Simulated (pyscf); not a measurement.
Single points on ωB97X-D3(BJ)/def2-SVP structures (PySCF, gas phase).

SMILES: [O]=[Mo]([OH])([OH])([OH])[OH]
```xyz
10

O      1.4125     1.1477    -1.3628
Mo     0.1079     1.0364    -0.3592
O      0.1966     2.5255     0.7681
O     -0.5205    -0.7645    -0.6334
O      0.5735     0.1785     1.2912
O     -1.3127     1.6717    -1.3921
H      0.2367     2.4354     1.7293
H     -0.6688    -0.9724    -1.5668
H      0.4957    -0.7831     1.2173
H     -2.2516     1.5935    -1.1820
```

### Question
How much does it cost (ΔH, 298 K, ωB97M-D3(BJ)/def2-TZVP) to split `[O]=[Mo]([OH])([OH])([OH])[OH]` at its Mo–O bond into [O=Mo(OH)(OH)–OH]• + OH•?

### Answer
Mo–O to [O=Mo(OH)(OH)–OH]• + OH•: 285.0 kJ/mol. The 7 functionals that were run give +283.4 (M06-2X) to +341.6 kJ/mol (PBE). The radicals are drawn with the spin at the cut bond; how far it spreads was not checked. Other isomers of [O=Mo(OH)(OH)–OH]• were not searched in full and may lie lower. Left out: the spin-orbit lowering of OH. Open-shell species with a d-block atom are single-reference here; other states, and whether the spin sits on metal or ligand, were not checked. Elements past Kr carry the def2 core potentials, without spin-orbit coupling.
